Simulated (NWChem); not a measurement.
# A calculation on chlorine (Cl2)

SMILES: ClCl
```xyz
2

Cl     0.0000     0.0000     1.0128
Cl     0.0000     0.0000    -1.0128
```
Charge 0, spin multiplicity 1.

All runs are NWChem calculations. All single points use one geometry, from PBE0/def2-SVP, a minimum by its harmonic frequencies.

Symmetry labels belong to the abelian group D2h used in the runs, with the axes of the coordinates shown; states degenerate in a higher group split over its labels.

List the lowest 4 singlet excitations that TD-PBE/aug-cc-pVDZ gives, with oscillator strengths.


```json
[
 {"state": "1", "symmetry": "b2u", "energy (eV)": "3.20", "wavelength (nm)": "388", "f": "0.001"},
 {"state": "2", "symmetry": "b3u", "energy (eV)": "3.20", "wavelength (nm)": "388", "f": "0.001"},
 {"state": "3", "symmetry": "b3g", "energy (eV)": "5.68", "wavelength (nm)": "218", "f": "0.000"},
 {"state": "4", "symmetry": "b2g", "energy (eV)": "5.68", "wavelength (nm)": "218", "f": "0.000"}
]
```
